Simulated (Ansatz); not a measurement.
This geometry of AlFH2 + H3P (8 atoms, charge 0, multiplicity 1) is a first-order saddle point.

Method: RKS PBE/def2-SVPD in Ansatz 0.2.0.

```xyz
8
Properties=species:S:1:pos:R:3
Al 0.094 -0.381 -0.032
F -0.121 0.082 1.861
H 1.518 0.159 -0.495
H -1.295 -0.091 -0.753
P 0.192 -2.654 1.100
H -0.784 -3.036 0.125
H 1.376 -2.845 0.317
H -0.021 -1.033 1.868
```

(1) Which two structures does it join? (They come from a converged band through this point; their orientation in space is the band's.)

(2) How far does it lie above each of them?

Results:

(1) Bonds broken: P5–H8. Bonds formed: Al1–P5, F2–H8. AlFH2 + H3P becomes AlFH5P.

Image 0:

```xyz
8
Properties=species:S:1:pos:R:3
Al 0.000 -0.046 -0.029
F -0.084 0.525 1.580
H 1.445 -0.122 -0.689
H -1.384 -0.139 -0.813
P 0.134 -3.071 1.078
H -0.602 -2.269 0.111
H 1.422 -2.599 0.639
H 0.027 -2.079 2.116
```

Image 8:

```xyz
8
Properties=species:S:1:pos:R:3
Al 0.105 -0.368 -0.164
F -0.120 0.077 1.894
H 1.500 0.330 -0.492
H -1.309 0.084 -0.744
P 0.203 -2.534 0.849
H -0.767 -3.340 0.178
H 1.400 -3.151 0.374
H -0.053 -0.897 2.097
```

(2) 95.5 kJ/mol above the first and 12.1 kJ/mol above the second. This is the barrier of this one path; another mechanism may lie lower. The orbitals stay closed-shell, which can raise the energy where a bond breaks towards radicals; this wasn't checked here.

Run time: 110 s on 4 threads of Arm Neoverse V1, on a shared host, peak memory 0.14 GiB.
